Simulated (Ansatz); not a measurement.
# AlNP: the cost of one run

Method: cc-pVTZ, core rule «outside noble gas», up to 11 orbitals frozen; program: Ansatz 0.2.0, Gaussian basis.

Plan: UHF; CCSD(T) on RHF; CCSD(T) on UHF; BCCD(T) on RHF; CCSDT(Q) on RHF; CCSDT(Q) on UHF.

5 further runs of the same task are left out: 2 for a known fault of the program, 3 set aside as unsound or not needed.

**1. The geometry**

The geometry is a PBE0/def2-TZVP stationary point (not a proven minimum) of the parent state, kept for this charge and spin.

3 atoms, charge 1, spin multiplicity 1.

Atoms are counted from 1 here; the program's logs count them from 0.

Bond lengths: N1–Al2 1.848 Å, Al2–P3 2.160 Å. Angles: N1–Al2–P3 180.0°.

**2. UHF**

Input file in.yaml:

```yaml
crystal:
  periodic: [false, false, false]
  atoms:
    - {symbol: N, position_ang: [0.000000, 0.000000, -1.952000]}
    - {symbol: Al, position_ang: [0.000000, 0.000000, -0.104200]}
    - {symbol: P, position_ang: [0.000000, 0.000000, 2.056200]}
basis:
  gaussian: {orbitals: cc-pVTZ}
total_charge: 1
magnetization: {spin_polarized: true, initial_magnetization: 0}
hamiltonian: {xc: hf}
output: {orbitals: {seedname: orbitals}}
```

Launch:

```console
> ansatz run in.yaml --threads 1 --pin off --events-out ev --progress --plain --max-ram 4096MiB --backend cpu
```

What time and memory should one allow on 1 thread of AMD EPYC 7R13, shared host?

About 15 s, with a peak of 0.28 GiB.
